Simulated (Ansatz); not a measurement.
Born–Oppenheimer molecular dynamics of C₃H₅FO (10 atoms, charge 0, multiplicity 1). It starts at the highest image of a converged band. Of that band: The profile has 2 maxima (images 1, 5) with wells between them (image 2): this band takes more than one step, which may be the mechanism or a detour left from its start path. Neighbouring images differ by up to 1.9 eV, so the band resolves the path poorly. A vibrational analysis at the climbing image gives one clearly imaginary mode, 623i cm⁻¹: a first-order saddle point.

Computed with Ansatz 0.2.0, RKS PBE-D4/6-31G*.

```json
{"ensemble": "NVE (velocity Verlet)", "time step": "0.5 fs", "steps asked": "200", "starting velocities drawn for": "300 K", "seed": "8489"}
```

Frames 2.5 fs apart, positions in Å.

Velocities at 50.0 fs (Å/ps):

```
C 0.66 -11.01 2.59
C -8.55 17.45 -8.31
F 0.96 -12.12 1.68
C 1.79 14.26 -4.50
O -5.47 -1.26 -0.62
H 17.80 13.09 11.71
H 6.95 -10.42 -0.09
H 26.27 10.87 21.21
H 93.06 -39.47 96.81
H -2.72 27.74 -29.78
```

```xyz
10
Properties=species:S:1:pos:R:3 time_fs=50.0 energy_less_start_eV=-1.580 T=1828
C 1.184 -0.397 0.779
C -0.191 -0.733 -0.104
F -0.485 -2.116 0.020
C -1.076 -0.013 -0.720
O -0.703 1.310 -0.875
H 2.149 -0.808 0.379
H 1.240 0.691 0.812
H 1.228 -0.831 1.830
H -2.078 -0.691 -1.533
H -1.400 1.727 -0.294
10
Properties=species:S:1:pos:R:3 time_fs=52.5 energy_less_start_eV=-2.189 T=2402
C 1.182 -0.426 0.783
C -0.202 -0.703 -0.114
F -0.482 -2.144 0.024
C -1.077 0.020 -0.739
O -0.720 1.309 -0.876
H 2.167 -0.772 0.389
H 1.262 0.673 0.816
H 1.261 -0.794 1.853
H -1.777 -0.715 -1.230
H -1.393 1.812 -0.382
10
Properties=species:S:1:pos:R:3 time_fs=55.0 energy_less_start_eV=-0.758 T=1044
C 1.174 -0.451 0.784
C -0.190 -0.698 -0.101
F -0.479 -2.164 0.025
C -1.076 0.050 -0.759
O -0.740 1.315 -0.881
H 2.140 -0.746 0.355
H 1.287 0.660 0.825
H 1.229 -0.754 1.829
H -1.558 -0.710 -0.970
H -1.390 1.925 -0.479
10
Properties=species:S:1:pos:R:3 time_fs=57.5 energy_less_start_eV=-1.555 T=1800
C 1.158 -0.467 0.776
C -0.158 -0.712 -0.067
F -0.474 -2.174 0.025
C -1.047 0.084 -0.759
O -0.762 1.333 -0.890
H 2.096 -0.754 0.284
H 1.299 0.637 0.832
H 1.145 -0.751 1.815
H -1.712 -0.920 -0.929
H -1.402 2.033 -0.585
10
Properties=species:S:1:pos:R:3 time_fs=60.0 energy_less_start_eV=-1.472 T=1723
C 1.137 -0.474 0.759
C -0.117 -0.734 -0.024
F -0.469 -2.176 0.022
C -1.010 0.082 -0.743
O -0.784 1.367 -0.904
H 2.046 -0.805 0.207
H 1.293 0.612 0.831
H 1.041 -0.796 1.826
H -1.946 -0.991 -0.976
H -1.421 2.086 -0.700
10
Properties=species:S:1:pos:R:3 time_fs=62.5 energy_less_start_eV=-1.741 T=1984
C 1.114 -0.477 0.740
C -0.084 -0.760 0.017
F -0.462 -2.169 0.019
C -0.975 0.047 -0.714
O -0.804 1.407 -0.923
H 1.984 -0.886 0.162
H 1.271 0.605 0.823
H 0.955 -0.868 1.801
H -2.088 -0.837 -1.040
H -1.474 2.088 -0.805
10
Properties=species:S:1:pos:R:3 time_fs=65.0 energy_less_start_eV=-2.440 T=2655
C 1.097 -0.480 0.726
C -0.071 -0.788 0.045
F -0.452 -2.154 0.015
C -0.950 -0.004 -0.679
O -0.817 1.442 -0.943
H 1.919 -0.976 0.170
H 1.245 0.610 0.809
H 0.916 -0.938 1.722
H -2.055 -0.500 -1.077
H -1.592 2.052 -0.887
10
Properties=species:S:1:pos:R:3 time_fs=67.5 energy_less_start_eV=-2.114 T=2339
C 1.090 -0.483 0.719
C -0.085 -0.816 0.055
F -0.440 -2.136 0.013
C -0.939 -0.051 -0.646
O -0.825 1.470 -0.962
H 1.880 -1.056 0.214
H 1.224 0.607 0.793
H 0.928 -1.000 1.653
H -1.859 -0.103 -1.067
H -1.725 1.940 -0.952
10
Properties=species:S:1:pos:R:3 time_fs=70.0 energy_less_start_eV=-1.061 T=1322
C 1.093 -0.488 0.717
C -0.118 -0.841 0.050
F -0.428 -2.119 0.012
C -0.925 -0.074 -0.613
O -0.830 1.492 -0.977
H 1.887 -1.109 0.264
H 1.219 0.592 0.782
H 0.976 -1.052 1.657
H -1.799 0.172 -1.113
H -1.803 1.748 -1.003
10
Properties=species:S:1:pos:R:3 time_fs=72.5 energy_less_start_eV=-0.487 T=775
C 1.100 -0.500 0.718
C -0.153 -0.862 0.040
F -0.416 -2.110 0.013
C -0.918 -0.068 -0.588
O -0.830 1.512 -0.986
H 1.928 -1.118 0.296
H 1.240 0.581 0.780
H 1.040 -1.060 1.710
H -1.889 0.227 -1.208
H -1.814 1.551 -1.041
10
Properties=species:S:1:pos:R:3 time_fs=75.0 energy_less_start_eV=-1.439 T=1690
C 1.110 -0.521 0.726
C -0.174 -0.874 0.033
F -0.407 -2.115 0.014
C -0.939 -0.026 -0.588
O -0.825 1.526 -0.989
H 1.977 -1.076 0.300
H 1.281 0.570 0.786
H 1.101 -1.001 1.755
H -1.921 0.009 -1.235
H -1.790 1.438 -1.072
10
Properties=species:S:1:pos:R:3 time_fs=77.5 energy_less_start_eV=-2.505 T=2717
C 1.121 -0.546 0.739
C -0.180 -0.868 0.031
F -0.403 -2.135 0.016
C -0.979 0.040 -0.608
O -0.817 1.530 -0.985
H 2.016 -1.005 0.277
H 1.327 0.542 0.792
H 1.146 -0.898 1.779
H -1.865 -0.382 -1.176
H -1.775 1.439 -1.116
```

Of the whole run (100 fs, mean temperature of the second half 1797 K): The conserved energy stayed within 2.5 meV per atom of its start (net change 0.73 meV per atom), so there is no drift, though single steps change it by up to 26 meV in the whole system, a sign of fast motions only just resolved. The system heated up, since it started high on the potential surface and ran downhill. A run of 0.1 ps of so small a system gives no equilibrium averages. The orbitals stay closed-shell, which can raise the energy where a bond breaks towards radicals; this wasn't checked here.

The run took 2.2 min on 2 threads of Intel(R) Xeon(R) 6975P-C (Granite Rapids), with other jobs on the host, peak memory 0.17 GiB.
